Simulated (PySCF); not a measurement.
# Worked example for `CCC(F)=P` (C3H6FP): ionisation energy to the radical cation

Level of theory: ωB97X-D3(BJ)/ma-def2-TZVP single points in PySCF, grid level 2; every species was optimised with PBE0-D3(BJ)/def2-SVP. The prefix ma- adds one diffuse s and one diffuse p function on all atoms but H. ωB97X-D3(BJ) is ωB97X-V with D3(BJ) in place of VV10. Zero-point energies come from unscaled GFN2-xTB harmonic frequencies. These were taken at the GFN2-xTB minima.

| state | structure | E / Eh |
| --- | --- | --- |
| parent | parent | -559.273848 |
| radical cation | parent | -558.932659 |
| radical cation | radical cation | -558.942025 |
| parent | radical cation | -559.253310 |

Zero-point energy of the radical cation less that of the parent: -0.092 eV. 1 Eh = 27.2114 eV.

Question: Work out the vertical and adiabatic ionisation energy.

Answer: Vertical: (-558.932659) − (-559.273848) = 0.341189 Eh = 9.28 eV. Adiabatic: 0.331823 Eh = 9.029 eV, and 8.94 eV with zero-point energy.

Question: And the inner reorganisation energy of self-exchange?

Answer: The radical cation relaxes by 254.9 meV and the parent by 558.9 meV, so λ = 814 meV.
